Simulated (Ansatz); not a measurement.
**Question.** Name a neutral molecule of C, F with HOMO–LUMO gap (ωB97M-V/def2-TZVPP) between 19.40 and 19.70 eV and LUMO energy (ωB97M-V/def2-TZVPP) between 4.20 and 4.50 eV (Ansatz, PBE0-D4/def2-TZVP geometry).

**Answer.** `FC(F)(F)F` (19.46 eV, 4.31 eV). Other molecules can fit too; these were computed, each in one conformer that needn't be the lowest.
